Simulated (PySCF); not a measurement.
Mapped SMILES: `[N:1]#[S:2]([F:3])([F:4])[F:5]`.

Geometry: PBE0-D3(BJ)/def2-SVP; GIAO shifts from PySCF 2.14, gas phase, non-relativistic, averaged over equivalent atoms.

At HF/pcSseg-2 (187 basis functions, 9 s wall time on 1 thread of an Arm Neoverse N1, shared host):
```json
{"atoms": "N1", "δ (ppm)": "179.2"}
{"atoms": "S2", "δ (ppm)": "146.8"}
{"atoms": "F3/F4/F5", "δ (ppm)": "126.1"}
```

Scale: NH3 for $^{15}$N (σ = 260.75 ppm); $^{33}$S (σ = 522.21 ppm) vs CS2; $^{19}$F (σ = 245.28 ppm) against CFCl3 (reference shieldings calculated alike).

Question: Estimate the result of repeating the calculation with BP86/pcSseg-2.

Answer: 
```json
{"atoms": "N1", "δ at BP86/pcSseg-2": "203.4", "change": "+24.2"}
{"atoms": "S2", "δ at BP86/pcSseg-2": "170.9", "change": "+24.1"}
{"atoms": "F3/F4/F5", "δ at BP86/pcSseg-2": "101.9", "change": "-24.2"}
```

Referencing at the same level of theory: NH3 for $^{15}$N (259.23 ppm); CS2 for $^{33}$S (494.72 ppm); CFCl3 for $^{19}$F (143.94 ppm).

The largest change is at N1 (nitrogen bonded to S). Cost: 187 basis functions, 22 s wall time on 1 thread of an Arm Neoverse N1, shared host.

Unscaled 19F shifts against computed CFCl3 carry errors that often reach 10 to 50 ppm. Experimental scales use liquid or dissolved standards, which lie at an offset from isolated NH3 (liquid NH3: subtract about 20 ppm). Unscaled 15N shifts of sp2 nitrogen come out 20 to 40 ppm too high even then.
